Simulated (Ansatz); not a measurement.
**Worked example: the interaction energy**

The pair of H₂S (SMILES S, atoms 1–3) and CH₃Cl (SMILES CCl, atoms 4–8), both closed shells, in one local arrangement (a lower one may exist), relaxed at PBE0-D4/def2-TZVP:

| atom | x (Å) | y (Å) | z (Å) |
| --- | --- | --- | --- |
| S1 | -0.4072 | 0.4115 | -2.4515 |
| H2 | 0.8956 | 0.6945 | -2.6008 |
| H3 | -0.1407 | -0.6789 | -1.7112 |
| C4 | -0.1069 | 0.0515 | 1.4023 |
| Cl5 | 0.3353 | -1.5666 | 0.8159 |
| H6 | -0.9930 | -0.0404 | 2.0255 |
| H7 | -0.3084 | 0.6830 | 0.5391 |
| H8 | 0.7253 | 0.4452 | 1.9807 |

Both fragments are computed in the basis of the whole pair.

Ansatz 0.2.0; basis: def2-TZVPPD and def2-QZVPPD; cores frozen in the correlated methods.

Energies in eV:

| quantity | pair | first fragment | second fragment |
| --- | --- | --- | --- |
| Hartree–Fock, triple zeta (X = 3) | -24431.74435 | -10849.41134 | -13582.34116 |
| Hartree–Fock, quadruple zeta (X = 4) | -24432.43074 | -10849.71067 | -13582.72807 |
| MP2 correlation, X = 3 | -15.56889 | -5.24506 | -10.21902 |
| MP2 correlation, X = 4 | -16.78579 | -5.65281 | -11.01686 |
| CCSD(T) correlation, X = 3 | -17.71593 | -6.13020 | -11.49460 |

(1) Work out the interaction energy at the basis limit: extrapolate Hartree–Fock as E(X) = E∞ + A exp(−7.88 √X) and the MP2 correlation as E(X) = E∞ + B X^−2.97 (the exponents that Neese and Valeev fitted for def2-TZVPP and QZVPP, reused here for the diffuse sets), then add CCSD(T) − MP2 in triple zeta.

The T1 diagnostic stays at or below 0.011.

Answers

(1) Each step is linear, so take the differences first (pair − first fragment − second fragment): Hartree–Fock 0.00815 (X = 3) and 0.00800 (X = 4); MP2 correlation -0.10481 and -0.11612; CCSD(T) correlation -0.09113.
Two points give E∞ = E(4) + w [E(4) − E(3)], with w = 1/(exp(7.88 (2 − √3)) − 1) = 0.1377 for Hartree–Fock and w = 1/((4/3)^2.97 − 1) = 0.7407 for the correlation.
Hartree–Fock: 0.00800 + 0.1377 × (-0.00015) = 0.0080 eV.
MP2 correlation: -0.11612 + 0.7407 × (-0.01131) = -0.1245 eV.
CCSD(T) − MP2: -0.09113 − (-0.10481) = 0.0137 eV.
Sum: 0.0080 + (-0.1245) + 0.0137 = -0.1028 eV, or -2.37 kcal/mol. Plain CCSD(T) in triple zeta gives -0.0830 eV, so the larger basis shifts the result by -0.0198 eV.

For scale, one of the runs: CCSD(T)/def2-TZVPPD, 224 basis functions, launched by `ansatz run in.yaml --threads 4 --pin off --events-out ev --progress --plain --max-ram 9574MiB`. Hardware: 4 CPU threads of an AMD EPYC 9R45, shared host. Wall time 12 s; peak host memory 3.4 GiB.
